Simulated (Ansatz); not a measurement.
Input file:

```yaml
crystal:
  periodic: [false, false, false]
  atoms:
    - {symbol: N, position_ang: [0.000000, 0.000000, 0.000000]}
    - {symbol: H, position_ang: [0.000000, 0.000000, 1.153000]}
basis:
  gaussian: {orbitals: STO-3G}
magnetization: {spin_polarized: false, initial_magnetization: 2}
correlation: {method: ccsd, electrons: outside_noble_gas}
scf: {lower_state_search: full}
```

```sh
$ ansatz run in.yaml --threads 1 --pin off --events-out ev --progress --plain --max-ram 2393MiB
```

Output:

```
71 factors; integrals over basis functions are off by at most 8.7e-6 eV
mean field evaluation 1: about -1476.2887 eV, gradient 3.8e0 eV
mean field evaluation 2: about -1476.2958 eV, gradient 3.9e0 eV
mean field evaluation 4: about -1476.3558 eV, gradient 3.9e-2 eV
mean field evaluation 8: about -1476.3558 eV, gradient 6.2e-6 eV
mean field evaluation 16: about -1447.2219 eV, gradient 1.1e1 eV
mean field evaluation 32: about -1476.3425 eV, gradient 9.8e-1 eV
mean field -1476.35575564 eV, -54.2550733099 hartree, gradient 6.2e-6 eV, S^2 2.000000; 4 other end points of the search recorded, 0 dependent functions left out
mean field evaluation 64: about -1476.4919 eV, gradient 1.7e-4 eV
1 core orbitals not correlated: weight in the atoms' cores, before any rotation towards them, 1.000 or more for the frozen orbitals, at most 0.000 for the correlated occupied ones
reference -1476.35575564 eV, -54.2550733099 hartree; 4, 2 occupied and 1, 3 virtual orbitals, 71 factors
second order -0.50157275 eV of doubles, -0.05623364 eV of singles
cycle   1  -0.77427336 eV  change   -2.1e-1 eV  update   4.0e-2
cycle   2  -0.91707711 eV  change   -1.4e-1 eV  update   1.8e-2
cycle   3  -0.92268126 eV  change   -5.6e-3 eV  update   5.3e-3
cycle   4  -0.92777105 eV  change   -5.1e-3 eV  update   2.0e-3
cycle   5  -0.92711409 eV  change    6.6e-4 eV  update   9.8e-4
cycle   6  -0.92826548 eV  change   -1.2e-3 eV  update   2.6e-4
cycle   7  -0.92789725 eV  change    3.7e-4 eV  update   4.7e-5
cycle   8  -0.92811245 eV  change   -2.2e-4 eV  update   1.8e-5
cycle   9  -0.92797767 eV  change    1.3e-4 eV  update   1.1e-5
cycle  10  -0.92802176 eV  change   -4.4e-5 eV  update   5.2e-6
cycle  11  -0.92802105 eV  change    7.0e-7 eV  update   1.2e-7
Total energy: -1477.28377670 eV, -54.2891774546 hartree
```

Ran on 1 thread of Arm Neoverse N1, shared host: 0.12 s wall, 0.13 GiB peak host memory.
